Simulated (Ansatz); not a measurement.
**Ligand exchange: C2H6S + AlH(SH)2 → CH4S2 + AlH(CH3)(SH)**

Species: C2H6S (dimethyl sulfide) `CSC`, singlet; AlH(SH)2, singlet; CH4S2 (methyl hydrodisulfide) `CSS`, singlet; AlH(CH3)(SH), singlet. The partners trade CH3 for SH: S–CH3 and Al–SH bonds give way to S–SH and Al–CH3.

Shapes, held fixed at every level: PBE0-D4/def2-TZVP. Flexible molecules stand in one conformer, not always the lowest. Programs: Ansatz 0.2.0. The zero-point and thermal change to 298 K, harmonic and unscaled (PBE0-D4/def2-TZVP), is -4.1 kJ/mol.

| level | kind | ΔH(298 K) (kJ/mol) | less CCSD(T)/CBS estimate | CPU time (sum over the molecules) |
| --- | --- | --- | --- | --- |
| PBE-D4/def2-TZVPP | GGA | +79.9 | -11.4 | 21 s |
| r2SCAN-D4/def2-TZVPP | meta-GGA | +86.8 | -4.5 | 35 s |
| wB97M-V/def2-TZVPP | range-separated hybrid | +86.5 | -4.8 | 79 s |
| CCSD/def2-SVP | coupled cluster or CI | +107.9 | +16.6 | – |
| CCSD(T)/def2-TZVPP | coupled cluster or CI | +94.4 | +3.1 | 3.6 min |
| CCSD/def2-TZVPP | coupled cluster or CI | +95.5 | +4.2 | – |
| CCSD(T)/CBS estimate | coupled cluster or CI | +91.3 | 0.0 | 5.5 min |

The highest level, CCSD(T)/CBS estimate, gives ΔH(298 K) = +91.3 kJ/mol; the levels span +79.9 to +107.9. The column of differences is taken from that level and isn't an error. No measured value is set beside it here. The CBS estimate extrapolates MP2 from def2-TZVPP and def2-QZVPP and adds CCSD(T) − MP2 in the triple-zeta set, cores frozen. Times are processor times on shared x86 and Arm servers, and rough.
